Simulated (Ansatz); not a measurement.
Rh (fcc, Cu type): values from a third-order Birch-Murnaghan fit to a volume scan beside measured ones. Computed values: r2SCAN (plane waves to 500 eV, PAW, scalar-relativistic; Ansatz, an electronic-structure program). Rh is run without spin polarisation. Rh was relaxed with its symmetry unable to fall.

```tsv
quantity	reference	kind
Lattice constant a (Å)	3.794	measured, corrected to the static lattice
Bulk modulus B₀ (GPa)	271	measured, corrected to the static lattice
```

References as given in: Daniel Mejia-Rodriguez, S. B. Trickey, Physical Review B (2018), arXiv:1807.09216; H. Levämäki, M. P. J. Punkkinen, K. Kokko et al., Physical Review B (2014), arXiv:1402.3671.

Question: Estimate the r2SCAN values and the sign and size of each difference.

Answer: 
```json
[
 {"quantity": "Lattice constant a (Å)", "r2SCAN": "3.800", "difference": "+0.2 %"},
 {"quantity": "Bulk modulus B₀ (GPa)", "r2SCAN": "282", "difference": "+4.0 %"}
]
```

For the lattice constant a it lies within 0.3 % of the reference. For the bulk modulus B₀ it lies within 6.5 % of the reference.

(Under strain, the slope of the energy per volume gives the stress and its curvature an elastic modulus.)
